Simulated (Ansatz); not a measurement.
# C2H3N: the cost of one run

Program: the Python package of Ansatz 0.2.0. Level of theory: CAM-B3LYP/def2-SVP. These are calculated values, not measurements.

### 1 Starting point

Bond lengths: C1–C2 1.257 Å, C2–N3 1.142 Å, C1–H4 1.127 Å, C1–H5 1.089 Å, N3–H6 1.043 Å. Angles: C1–C2–N3 178.5°, C2–C1–H4 117.4°, C2–C1–H5 123.5°, H4–C1–H5 118.4°, C2–N3–H6 112.6°.

The script holds or builds the structure itself.

### 2 Script

File c2h3n_bend.py:

```python
import warnings

import ansatz as az
from ase import Atoms


def main() -> None:
    warnings.simplefilter("ignore", az.DeckWarning)

    atoms = Atoms(["C", "C", "N", "H", "H", "H"], positions=[
        (-0.6742, -0.0802, -0.5877),
        (0.1584, 0.1457, 0.327),
        (0.924, 0.3219, 1.1555),
        (-0.6329, 0.5785, -1.5018),
        (-1.5133, -0.7669, -0.4814),
        (1.7802, -0.2631, 1.0423),
    ])

    first = (
        az.Crystal.molecule_from_ase(atoms).calculation()
        .basis(gaussian="def2-SVP")
        .functional("cam_b3lyp")
        .relax(force_tolerance=0.02, max_steps=80)
    )
    atoms.positions = first.run(threads=1).report["positions_ang"]

    rows = []
    for angle in [85, 95, 105, 115, 125, 140, 160]:
        bent = atoms.copy()
        bent.set_angle(1, 2, 5, angle, indices=[5])
        setup = az.Crystal.molecule_from_ase(bent).calculation().basis(gaussian="def2-SVP").functional("cam_b3lyp")
        rows.append((angle, setup.run(threads=1).report["free_energy_ev"]))
    floor = min(e for _, e in rows)
    for angle, e in rows:
        print(f"angle C1-N2-H5 = {angle:3d} deg   {1000 * (e - floor):9.1f} meV")


if __name__ == "__main__":
    main()
```

### 3 The run

Run with:

```bash
$ python c2h3n_bend.py
```

Q: Estimate wall time and peak memory on 1 thread of Arm Neoverse V2, shared host.

About 17 s, with a peak of 0.19 GiB.
